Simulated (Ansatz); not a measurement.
Write a Python script for the Python package of Ansatz (0.2.0) that makes a rigid torsion scan of C4H6O, SMILES C=C1CC1O. Use (for the species named): r2scan0, def2-SVP basis, multiplicity 1.

| atom | x (Å) | y (Å) | z (Å) |
| --- | --- | --- | --- |
| C | -0.9845 | 1.3244 | 0.1470 |
| C | -0.1663 | 0.3831 | 0.1787 |
| C | 0.4026 | -0.6091 | 0.9572 |
| C | 0.8601 | -0.3631 | -0.5432 |
| O | 0.4287 | -1.4694 | -1.4231 |
| H | -1.6081 | 1.6600 | 1.0112 |
| H | -1.1684 | 1.9334 | -0.7739 |
| H | -0.1284 | -1.4542 | 1.2182 |
| H | 1.1614 | -0.2776 | 1.7525 |
| H | 1.7288 | 0.1272 | -0.7262 |
| H | -0.4606 | -1.3117 | -1.7778 |

Script `run_torsion.py`:
```python
"""Rigid torsion scan of C4H6O."""

import ansatz as az
from ase import Atoms

atoms = Atoms(["C", "C", "C", "C", "O", "H", "H", "H", "H", "H", "H"], positions=[
    (-0.9845, 1.3244, 0.147),
    (-0.1663, 0.3831, 0.1787),
    (0.4026, -0.6091, 0.9572),
    (0.8601, -0.3631, -0.5432),
    (0.4287, -1.4694, -1.4231),
    (-1.6081, 1.66, 1.0112),
    (-1.1684, 1.9334, -0.7739),
    (-0.1284, -1.4542, 1.2182),
    (1.1614, -0.2776, 1.7525),
    (1.7288, 0.1272, -0.7262),
    (-0.4606, -1.3117, -1.7778),
])

# start the scan from a relaxed geometry
first = (
    az.Crystal.molecule_from_ase(atoms).calculation()
    .basis(gaussian="def2-SVP")
    .functional("r2scan0")
    .relax(force_tolerance=0.02, max_steps=80)
)
atoms.positions = first.run(threads=1, backend="cpu").report["positions_ang"]

start = atoms.get_dihedral(2, 1, 0, 5)
energies = {}
for turn in range(0, 360, 40):
    turned = atoms.copy()
    turned.set_dihedral(2, 1, 0, 5, start + turn, indices=[0, 5, 6])
    base = (
        az.Crystal.molecule_from_ase(turned).calculation()
        .basis(gaussian="def2-SVP")
        .functional("r2scan0")
    )
    energies[round((start + turn) % 360)] = base.run(threads=1, backend="cpu").report["free_energy_ev"]
floor = min(energies.values())
print("dihedral C2-C1-C0-H5 (deg)   E - E(min) (eV)")
for angle, e in sorted(energies.items()):
    print(f"{angle:8d} {(e - floor):14.3f}  " + "#" * int(30 * (e - floor) / max(max(energies.values()) - floor, 1e-9)))
```

```console
$ python run_torsion.py
dihedral C2-C1-C0-H5 (deg)   E - E(min) (eV)
       3          0.000
      43          0.811  #######
      83          3.176  #############################
     123          1.820  #################
     163          0.205  #
     203          0.204  #
     243          1.810  #################
     283          3.188  ##############################
     323          0.816  #######
```

The lowest point is at 3° and the highest at 283°, 3.188 eV (307.6 kJ/mol) above it, with the rest of the molecule held.

The scan is rigid and the energies are electronic, in a modest basis. With rigid groups the curve can differ much from the relaxed path, the start wasn't checked as a minimum of this torsion, and equivalent turns needn't return to the same energy. Wall time of the script: 2.6 min on 1 thread of Arm Neoverse V2 (shared host), peak memory 0.3 GiB.
